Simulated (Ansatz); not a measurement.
# B(NCMe)H3 (C₂H₆BN): single points with varied inputs

Aim: run B(NCMe)H3 (C₂H₆BN) under a spread of inputs, and see what each costs and gives.

Computed with Ansatz 0.2.0, Gaussian basis. Level: the settings change from run to run.

1 further run of the same task is left out (it didn't finish).

## (1) The geometry

An earlier r2SCAN-D4/def2-SVP relaxation fixed the geometry.

10 atoms, charge 0, spin multiplicity 1.

Atoms are counted from 1 here; the program's logs count them from 0.

Bond lengths: B1–N2 1.526 Å, B1–H8 1.224 Å, B1–H9 1.224 Å, B1–H10 1.224 Å, N2–C3 1.157 Å, C3–C4 1.447 Å, C4–H5 1.101 Å, C4–H6 1.101 Å, C4–H7 1.101 Å. Angles: N2–B1–H8 106.1°, N2–B1–H9 106.1°, N2–B1–H10 106.1°, H8–B1–H9 112.6°, H8–B1–H10 112.6°, H9–B1–H10 112.6°, B1–N2–C3 180.0°, N2–C3–C4 180.0°, C3–C4–H5 110.2°, C3–C4–H6 110.2°, C3–C4–H7 110.2°, H5–C4–H6 108.8°, H5–C4–H7 108.8°, H6–C4–H7 108.8°.

## (2) CCSD/aug-cc-pVDZ

This run has a grid of angular degree 47, relativity set to none, 2 DIIS vectors.

Contents of in.yaml:

```yaml
crystal:
  periodic: [false, false, false]
  atoms:
    - {symbol: B, position_ang: [0.000595, 0.005472, -2.085088]}
    - {symbol: N, position_ang: [-0.000402, 0.001567, -0.558809]}
    - {symbol: C, position_ang: [-0.000322, -0.001732, 0.598435]}
    - {symbol: C, position_ang: [-0.000574, -0.005366, 2.044958]}
    - {symbol: H, position_ang: [-1.033268, -0.039401, 2.424216]}
    - {symbol: H, position_ang: [0.487033, 0.904510, 2.426819]}
    - {symbol: H, position_ang: [0.544333, -0.884038, 2.422398]}
    - {symbol: H, position_ang: [1.176832, 0.007650, -2.423348]}
    - {symbol: H, position_ang: [-0.588252, 1.024068, -2.422227]}
    - {symbol: H, position_ang: [-0.585985, -1.012720, -2.427354]}
basis:
  gaussian: {orbitals: aug-cc-pVDZ, final_grid: {core_spheres: 20, valence_spheres: 16, degree: 47}}
hamiltonian: {xc: {name: HF}, pseudopotentials: {relativity: none}}
correlation: {method: ccsd, diis_vectors: 2}
```

On the command line:

```bash
ansatz run in.yaml --threads 4 --pin off --events-out ev --progress --plain --max-ram 3916MiB
```

Log:

```text
Functional definition: HF
  name "HF"
  cite "Fock, Z. Phys. 61, 126 (1930) doi:10.1007/BF01340294"
  parent pbe
  exchange = exact_x
  correlation = 0
1438 factors; integrals over basis functions are off by at most 1.2e-3 eV
mean field evaluation 1: about -4305.0457 eV, gradient 3.5e1 eV
mean field evaluation 2: about -4305.0450 eV, gradient 3.5e1 eV
mean field evaluation 4: about -4308.5974 eV, gradient 5.1e0 eV
mean field evaluation 8: about -4308.6905 eV, gradient 2.5e-4 eV
mean field evaluation 16: about -4308.6910 eV, gradient 2.8e-1 eV
mean field -4308.69049801 eV, -158.3414552667 hartree, gradient 2.9e-6 eV, S^2 0.000000; 0 other end points of the search recorded, 0 dependent functions left out
4 core orbitals not correlated: weight in the atoms' cores, before any rotation towards them, 1.000 or more for the frozen orbitals, at most 0.000 for the correlated occupied ones
reference -4308.69049801 eV, -158.3414552667 hartree; 11, 11 occupied and 131, 131 virtual orbitals, 1438 factors
second order -15.20962893 eV of doubles, -0.00000000 eV of singles
cycle   1  -15.62908372 eV  change   -4.2e-1 eV  update   1.0e-1
cycle   2  -16.13970085 eV  change   -5.1e-1 eV  update   3.2e-2
cycle   3  -16.26486806 eV  change   -1.3e-1 eV  update   1.6e-2
cycle   4  -16.26579606 eV  change   -9.3e-4 eV  update   4.5e-3
cycle   5  -16.27233694 eV  change   -6.5e-3 eV  update   2.1e-3
cycle   6  -16.26844684 eV  change    3.9e-3 eV  update   7.1e-4
cycle   7  -16.26809792 eV  change    3.5e-4 eV  update   2.9e-4
cycle   8  -16.26758164 eV  change    5.2e-4 eV  update   1.1e-4
cycle   9  -16.26741538 eV  change    1.7e-4 eV  update   5.5e-5
cycle  10  -16.26733568 eV  change    8.0e-5 eV  update   2.7e-5
cycle  11  -16.26730984 eV  change    2.6e-5 eV  update   1.4e-5
cycle  12  -16.26729909 eV  change    1.1e-5 eV  update   6.7e-6
Total energy: -4324.95779710 eV, -158.9392674818 hartree
```

It took 18 s on 4 threads of Intel Xeon at 2.50GHz, shared host; peak memory 1.1 GiB.

T1 0.013.

## (3) BHLYP/def2-mTZVP

Set apart from the defaults: atoms shaken by 0.15 Å, D3(BJ) with three-body dispersion, high accuracy.

Contents of in.yaml:

```yaml
crystal:
  periodic: [false, false, false]
  atoms:
    - {symbol: B, position_ang: [0.045180, 0.001279, -2.109647]}
    - {symbol: N, position_ang: [0.161658, 0.048546, -0.762886]}
    - {symbol: C, position_ang: [-0.140322, -0.056725, 0.607277]}
    - {symbol: C, position_ang: [0.033676, 0.012830, 1.970971]}
    - {symbol: H, position_ang: [-1.227969, 0.106970, 2.329397]}
    - {symbol: H, position_ang: [0.503140, 1.061737, 2.708565]}
    - {symbol: H, position_ang: [0.357149, -0.820263, 2.386410]}
    - {symbol: H, position_ang: [1.204419, -0.181687, -2.231822]}
    - {symbol: H, position_ang: [-0.781375, 1.259745, -2.459509]}
    - {symbol: H, position_ang: [-0.636619, -1.327396, -2.402660]}
basis:
  gaussian: {orbitals: def2-mTZVP}
hamiltonian: {xc: {name: BHLYP}, dispersion: d3bjatm}
accuracy: high
output: {forces: true}
```

The command is unchanged.

Log:

```text
Functional definition: BHLYP
  name "BHLYP"
  cite "Becke, J. Chem. Phys. 98, 1372 (1993) doi:10.1063/1.464304"
  cite "Becke, Phys. Rev. A 38, 3098 (1988) doi:10.1103/PhysRevA.38.3098"
  cite "Lee, Yang & Parr, Phys. Rev. B 37, 785 (1988) doi:10.1103/PhysRevB.37.785"
  parameter a = 0.5
  exchange = (1 - a)*b88_x + a*exact_x
  correlation = lyp_c
2006 factors; integrals over basis functions are off by at most 1.0e-8 eV
mean field evaluation 1: about -4321.4792 eV, gradient 5.2e1 eV
mean field evaluation 2: about -4303.3633 eV, gradient 1.0e2 eV
mean field evaluation 4: about -4328.5038 eV, gradient 5.1e0 eV
mean field evaluation 8: about -4328.5754 eV, gradient 2.3e-1 eV
mean field evaluation 16: about -4328.5756 eV, gradient 1.1e-4 eV
mean field -4328.57555366 eV, -159.0722175831 hartree, gradient 7.3e-8 eV, S^2 0.000000; 0 other end points of the search recorded, 0 dependent functions left out
the calculation of the forces begins
reference -4328.57558619 eV, -159.0722187787 hartree; 15, 15 occupied and 79, 79 virtual orbitals, 2006 factors
Total energy: -4328.78951515 eV, -159.0800805228 hartree
Atom 0 at     0.045180     0.001279    -2.109647 Å, force    -3.190261    -0.476222    -3.913958 eV/Å
Atom 1 at     0.161658     0.048546    -0.762886 Å, force    -3.877409    -1.120967    19.337635 eV/Å
Atom 2 at    -0.140322    -0.056725     0.607277 Å, force     3.760367     1.718213   -15.958157 eV/Å
Atom 3 at     0.033676     0.012830     1.970971 Å, force    -4.823825     6.698843     3.651378 eV/Å
Atom 4 at    -1.227969     0.106970     2.329397 Å, force     3.673873    -0.414913    -0.672004 eV/Å
Atom 5 at     0.503140     1.061737     2.708565 Å, force    -1.072378    -3.108751    -3.095382 eV/Å
Atom 6 at     0.357149    -0.820263     2.386410 Å, force     1.640976    -3.694635     1.852581 eV/Å
Atom 7 at     1.204419    -0.181687    -2.231822 Å, force     0.668859     0.356548    -1.782265 eV/Å
Atom 8 at    -0.781375     1.259745    -2.459509 Å, force     1.995250    -2.742792     0.232226 eV/Å
Atom 9 at    -0.636619    -1.327396    -2.402660 Å, force     1.224548     2.784676     0.347945 eV/Å
Dipole moment:     0.050034    -0.002905     1.396100 e Å
```

Run time: 9 s. Hardware: 4 threads of Intel Xeon at 2.50GHz, shared host.

Largest force 19.754 eV/Å, dipole 6.71 D.

## (4) revPBE0/6-31++G**

Set apart from the defaults: charge +1, multiplicity 2, atoms shaken by 0.15 Å, a point charge of 0.50 e beside it.

Contents of in.yaml:

```yaml
crystal:
  periodic: [false, false, false]
  atoms:
    - {symbol: B, position_ang: [-0.182965, -0.430487, -2.033672]}
    - {symbol: N, position_ang: [0.015982, -0.007391, -0.696020]}
    - {symbol: C, position_ang: [-0.125333, 0.278363, 0.446470]}
    - {symbol: C, position_ang: [0.291771, 0.195834, 2.090425]}
    - {symbol: H, position_ang: [-1.071178, 0.029480, 2.309330]}
    - {symbol: H, position_ang: [0.400223, 0.974354, 2.298923]}
    - {symbol: H, position_ang: [0.354520, -0.862436, 2.492511]}
    - {symbol: H, position_ang: [1.120996, 0.455648, -2.569023]}
    - {symbol: H, position_ang: [-0.632919, 1.166158, -2.393346]}
    - {symbol: H, position_ang: [-0.746975, -0.757437, -2.170945]}
basis:
  gaussian: {orbitals: "6-31++G**", point_charges: [{charge: 0.50, position_ang: [3.874, 0.473, 0.744]}]}
total_charge: 1
magnetization: {spin_polarized: true, initial_magnetization: 1}
hamiltonian: {xc: {name: revPBE0}}
scf: {omitted_lower_state_checks: [starts]}
output: {forces: true}
```

Same command.

Log:

```text
Functional definition: revPBE0
  name "revPBE0"
  cite "Zhang & Yang, Phys. Rev. Lett. 80, 890 (1998) doi:10.1103/PhysRevLett.80.890"
  cite "Adamo & Barone, J. Chem. Phys. 110, 6158 (1999) doi:10.1063/1.478522"
  cite "Perdew, Burke & Ernzerhof, Phys. Rev. Lett. 77, 3865 (1996) doi:10.1103/PhysRevLett.77.3865"
  parameter a = 0.25
  parameter kappa = 1.245
  parameter beta = 0.06672455060314922
  exchange = (1 - a)*pbe_x(kappa = kappa, mu = beta*pi^2/3) + a*exact_x
  correlation = pbe_c(beta = beta)
these checks for a lower state are left out or cut short: starts
1015 factors; integrals over basis functions are off by at most 1.0e-3 eV
mean field evaluation 1: about -4290.4938 eV, gradient 5.6e1 eV
mean field evaluation 2: about -4269.0493 eV, gradient 7.7e1 eV
mean field evaluation 4: about -4307.2285 eV, gradient 8.1e0 eV
mean field evaluation 8: about -4307.9144 eV, gradient 8.9e-1 eV
mean field evaluation 16: about -4307.9286 eV, gradient 6.4e-3 eV
mean field -4307.92855217 eV, -158.3134542733 hartree, gradient 7.1e-5 eV, S^2 0.773065; 0 other end points of the search recorded, 0 dependent functions left out
the calculation of the forces begins
reference -4307.92862633 eV, -158.3134569987 hartree; 15, 14 occupied and 97, 98 virtual orbitals, 1015 factors
Total energy: -4307.92862633 eV, -158.3134569987 hartree
Atom 0 at    -0.182965    -0.430487    -2.033672 Å, force    53.662612    35.661204    11.672134 eV/Å
Atom 1 at     0.015982    -0.007391    -0.696020 Å, force    -1.246540     0.327357     4.134594 eV/Å
Atom 2 at    -0.125333     0.278363     0.446470 Å, force     3.250129    -1.993149     1.707315 eV/Å
Atom 3 at     0.291771     0.195834     2.090425 Å, force   -11.216035   -23.115367    -9.393453 eV/Å
Atom 4 at    -1.071178     0.029480     2.309330 Å, force     3.446222     1.053917    -0.051819 eV/Å
Atom 5 at     0.400223     0.974354     2.298923 Å, force     4.126395    21.775933     6.959189 eV/Å
Atom 6 at     0.354520    -0.862436     2.492511 Å, force     1.402470     1.413274    -0.802809 eV/Å
Atom 7 at     1.120996     0.455648    -2.569023 Å, force    -2.843006    -1.955652     0.075914 eV/Å
Atom 8 at    -0.632919     1.166158    -2.393346 Å, force     0.875721    -1.494271    -0.251630 eV/Å
Atom 9 at    -0.746975    -0.757437    -2.170945 Å, force   -51.727263   -31.689808   -14.074340 eV/Å
Dipole moment:    -0.209581     0.032671     0.122567 e Å
Checks for a lower state left out: starts
```

Wall time 7 s (4 threads of Intel Xeon at 2.50GHz, shared host).

Largest force 65.480 eV/Å, ⟨S²⟩ 0.773.

## (5) B3LYP5/def2-TZVP

This run has the search for lower states set to off.

Contents of in.yaml:

```yaml
crystal:
  periodic: [false, false, false]
  atoms:
    - {symbol: B, position_ang: [0.000595, 0.005472, -2.085088]}
    - {symbol: N, position_ang: [-0.000402, 0.001567, -0.558809]}
    - {symbol: C, position_ang: [-0.000322, -0.001732, 0.598435]}
    - {symbol: C, position_ang: [-0.000574, -0.005366, 2.044958]}
    - {symbol: H, position_ang: [-1.033268, -0.039401, 2.424216]}
    - {symbol: H, position_ang: [0.487033, 0.904510, 2.426819]}
    - {symbol: H, position_ang: [0.544333, -0.884038, 2.422398]}
    - {symbol: H, position_ang: [1.176832, 0.007650, -2.423348]}
    - {symbol: H, position_ang: [-0.588252, 1.024068, -2.422227]}
    - {symbol: H, position_ang: [-0.585985, -1.012720, -2.427354]}
basis:
  gaussian: {orbitals: def2-TZVP}
hamiltonian: {xc: {name: B3LYP5}}
scf: {lower_state_search: off}
output: {forces: true}
```

Launched as before.

Log:

```text
Functional definition: B3LYP5
  name "B3LYP5"
  cite "Stephens, Devlin, Chabalowski & Frisch, J. Phys. Chem. 98, 11623 (1994) doi:10.1021/j100096a001"
  cite "Becke, Phys. Rev. A 38, 3098 (1988) doi:10.1103/PhysRevA.38.3098"
  cite "Lee, Yang & Parr, Phys. Rev. B 37, 785 (1988) doi:10.1103/PhysRevB.37.785"
  cite "Vosko, Wilk & Nusair, Can. J. Phys. 58, 1200 (1980) doi:10.1139/p80-159"
  parameter a0 = 0.2
  parameter ax = 0.72
  parameter ac = 0.81
  exchange = (1 - a0 - ax)*slater_x + ax*b88_x + a0*exact_x
  correlation = (1 - ac)*vwn5_c + ac*lyp_c
these checks for a lower state are left out or cut short: stability, starts, cluster_reference, orbital_swaps, neighbouring_geometries, increment
948 factors; their error is unknown
mean field evaluation 1: about -4328.2502 eV, gradient 5.9e1 eV
mean field evaluation 2: about -4318.4392 eV, gradient 8.8e1 eV
mean field evaluation 4: about -4336.3401 eV, gradient 3.5e0 eV
mean field evaluation 8: about -4336.3668 eV, gradient 4.5e-2 eV
mean field evaluation 16: about -4336.3636 eV, gradient 3.5e-5 eV
mean field -4336.36364859 eV, -159.3584247928 hartree, gradient 6.8e-6 eV, S^2 0.000000; 0 other end points of the search recorded, 0 dependent functions left out
the calculation of the forces begins
reference -4336.36392131 eV, -159.3584348149 hartree; 15, 15 occupied and 145, 145 virtual orbitals, 948 factors
Total energy: -4336.36392131 eV, -159.3584348149 hartree
Atom 0 at     0.000595     0.005472    -2.085088 Å, force    -0.000109     0.001721    -0.576376 eV/Å
Atom 1 at    -0.000402     0.001567    -0.558809 Å, force     0.001778    -0.006549     1.949799 eV/Å
Atom 2 at    -0.000322    -0.001732     0.598435 Å, force    -0.001665     0.006001    -1.670705 eV/Å
Atom 3 at    -0.000574    -0.005366     2.044958 Å, force     0.000224    -0.001359     0.392313 eV/Å
Atom 4 at    -1.033268    -0.039401     2.424216 Å, force     0.282295     0.009290    -0.116321 eV/Å
Atom 5 at     0.487033     0.904510     2.426819 Å, force    -0.133385    -0.248628    -0.116970 eV/Å
Atom 6 at     0.544333    -0.884038     2.422398 Å, force    -0.148897     0.240208    -0.115788 eV/Å
Atom 7 at     1.176832     0.007650    -2.423348 Å, force    -0.296922    -0.000623     0.084233 eV/Å
Atom 8 at    -0.588252     1.024068    -2.422227 Å, force     0.148673    -0.257054     0.084322 eV/Å
Atom 9 at    -0.585985    -1.012720    -2.427354 Å, force     0.148008     0.256993     0.085494 eV/Å
Dipole moment:    -0.000457    -0.003994     1.519304 e Å
Checks for a lower state left out: stability, starts, cluster_reference, orbital_swaps, neighbouring_geometries, increment
```

Wall time 3.4 s (4 threads of Intel Xeon at 2.50GHz, shared host).

Largest force 1.950 eV/Å, dipole 7.30 D.

## (6) The runs in one table

```csv
level,charge,multiplicity,geometry,functions,energy (eV),time
CCSD/aug-cc-pVDZ,0,1,relaxed,146,-4324.958,18 s
BHLYP/def2-mTZVP,0,1,shaken,94,-4328.790,9 s
revPBE0/6-31++G**,1,2,"shaken, point charge",112,-4307.929,7 s
B3LYP5/def2-TZVP,0,1,relaxed,160,-4336.364,3.4 s
```

## (7) What came out

| quantity | value |
| --- | --- |
| runs | 4 |
| quickest | B3LYP5/def2-TZVP, 3.4 s |
| slowest | CCSD/aug-cc-pVDZ, 18 s |
| spread of total energies, same state and geometry | 11.4 eV |

Run time spans a factor of 5, from B3LYP5/def2-TZVP to CCSD/aug-cc-pVDZ. The jobs differ in tasks and options as well as level. The totals spread over 11 eV; they can't be compared across methods or bases. At the r2SCAN-D4/def2-SVP geometry and in the same state, runs without warnings or point charges leave forces up to 1.95 eV/Å (B3LYP5/def2-TZVP), against 19.8 eV/Å where the atoms were moved.
